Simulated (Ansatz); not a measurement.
CH$_{4}$F$_{2}$N$_{2}$ (`NC(N)(F)F`). Charge 0, multiplicity 1. All single points use the PBE0-D4/def2-TZVP geometry. It is one conformer, not always the lowest.

```xyz
9

N    -0.324    0.772   -0.913
C    -0.133   -0.316   -0.050
N     0.668    0.043    1.043
F    -1.299   -0.841    0.457
F     0.376   -1.347   -0.805
H    -0.762    1.540   -0.426
H    -0.864    0.504   -1.724
H     1.570    0.372    0.730
H     0.769   -0.727    1.689
```

Task: What is the dipole moment at PBE/def2-TZVPP? (Best estimate.)

Result: Ansatz gave: 1.32 D, with components (0.51, 1.21, 0.19) D in this frame, pointing from negative to positive charge.

Task: And with r2SCAN, B3LYP, ωB97M-V? (Estimate.)

Result: Computed: r2SCAN 1.37 D, B3LYP 1.39 D, ωB97M-V 1.36 D.

Task: Give the Mulliken charges with PBE, B3LYP, ωB97M-V in def2-TZVPP. (Best estimate.)

Result: The calculation gave: 
```
atom    PBE  B3LYP  ωB97M-V
  N1  -0.32  -0.31    -0.27
  C2   0.31   0.44     0.42
  N3  -0.32  -0.31    -0.27
  F4  -0.17  -0.22    -0.20
  F5  -0.17  -0.22    -0.20
  H6   0.17   0.16     0.14
  H7   0.16   0.15     0.13
  H8   0.17   0.16     0.14
  H9   0.16   0.15     0.13
```

B3LYP here is the variant with VWN-RPA as its local correlation; programs differ in this.
